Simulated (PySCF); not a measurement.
Run record: geometry optimisation, naphthoquinone, `O=C1C=CC(c2ccccc12)=O`.

Computed with PBE0-D3(BJ)/def2-SVP geometry optimisation, gas phase (PySCF 2.14.0). Start geometry: GFN2-xTB. A driver script takes a list of jobs; this job's settings line and coordinates (Å) are shown.

Command:
```bash
OMP_NUM_THREADS=1 python probes_run.py task.json out
```

Input:
```
{"job": {"xc": "PBE0", "basis": "def2-SVP", "d3": "d3bj", "grid": 1, "shake": 0.01, "kind": "geom"}, "charge": 0, "multiplicity": 1}
O      1.650740    -2.423210    -0.611660
C      1.420350    -1.238220    -0.333360
C      2.515370    -0.284170    -0.137530
C      2.376190     1.004510     0.175370
C      0.999000     1.586150     0.341150
O      0.850890     2.770420     0.633450
C     -0.127510     0.667010     0.160470
C     -1.418940     1.156050     0.304090
C     -2.522250     0.315380     0.157270
C     -2.323380    -1.025780    -0.176350
C     -1.044250    -1.516910    -0.328530
C      0.070740    -0.678020    -0.159460
H      3.499920    -0.684750    -0.257910
H      3.154470     1.686340     0.327480
H     -1.572500     2.181560     0.561290
H     -3.523010     0.708050     0.265030
H     -3.165120    -1.669000    -0.323240
H     -0.868250    -2.543460    -0.583270
```

Output:
```
step   0  E = -534.13377334  max force = 0.054476
step   1  E = -534.13899191  max force = 0.009525
step   2  E = -534.14007803  max force = 0.006366
step   3  E = -534.14022325  max force = 0.006349
step   4  E = -534.14075685  max force = 0.002476
step   5  E = -534.14084304  max force = 0.000874
step   6  E = -534.14085475  max force = 0.002098
step   7  E = -534.14088078  max force = 0.000605
step   8  E = -534.14087990  max force = 0.000887
step   9  E = -534.14088645  max force = 0.000132
optimisation converged
```

Energies in Eh; «max force» is the largest Cartesian gradient component in Eh/bohr.

**Question.** Give the first gradient maximum in eV/Å.

**Answer.** With 1 Eh/bohr = 51.422 eV/Å, 2.801 eV/Å.

**Question.** How much energy does the optimisation release, in kJ/mol?

**Answer.** E(step 0) − E(last step) = 0.007113 Eh, which is 18.7 kJ/mol.

In short: final energy -534.14089 Eh after 9 steps; dipole 1.27 D.

**Question.** Give the final coordinates.

**Answer.** 0.030 Å rms from the input after alignment:
```
atom  x, y, z in Å
O1     1.6092   -2.3453   -0.8190
C2     1.4154   -1.2051   -0.4483
C3     2.5497   -0.2829   -0.2055
C4     2.3705    0.9819    0.2075
C5     1.0245    1.5533    0.4484
O6     0.8937    2.7034    0.8164
C7    -0.1411    0.6562    0.2168
C8    -1.4323    1.1409    0.4325
C9    -2.5300    0.3131    0.2176
C10   -2.3434   -1.0028   -0.2144
C11   -1.0589   -1.4924   -0.4310
C12    0.0464   -0.6674   -0.2163
H13    3.5423   -0.7042   -0.3845
H14    3.2068    1.6622    0.3880
H15   -1.5464    2.1734    0.7691
H16   -3.5403    0.6930    0.3869
H17   -3.2080   -1.6491   -0.3825
H18   -0.8813   -2.5159   -0.7680
```

**Question.** Estimate the wall time. Hardware: one thread, Arm Neoverse V2 (aarch64), shared host with 96 logical CPUs at a one-minute load of 42. And the peak memory of the process?

**Answer.** About 3.2 min, with 0.88 GiB resident at the peak, the Python interpreter and its libraries included.
Labels such as C1 count atoms from 1, the log's own numbers from 0.
